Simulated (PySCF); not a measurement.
Gas-phase reaction: 2 (CH3)3SiH + C2H4 = 2 vinylsilane + 2 C2H6

Energies from PySCF (xtb for GFN2), thermal terms from the rigid-rotor harmonic-oscillator model, ideal gas at 1 bar. † marks an energy on the PBE0/def2-TZVP geometry and frequencies; other levels use their own. All species are closed-shell singlets. B3LYP is the form with VWN-RPA correlation.

| level | ΔH°(298 K), kJ |
|---|---|
| B3LYP/def2-TZVP† | 232 |
| GFN2-xTB | 29 |
| PBE/def2-TZVP† | 256 |
| PBE0/def2-TZVP | ? |
| ωB97M-V/def2-TZVP† | ? |

What belongs in the gaps?


- PBE0/def2-TZVP, ΔH°(298 K), kJ: 269
- ωB97M-V/def2-TZVP†, ΔH°(298 K), kJ: 273
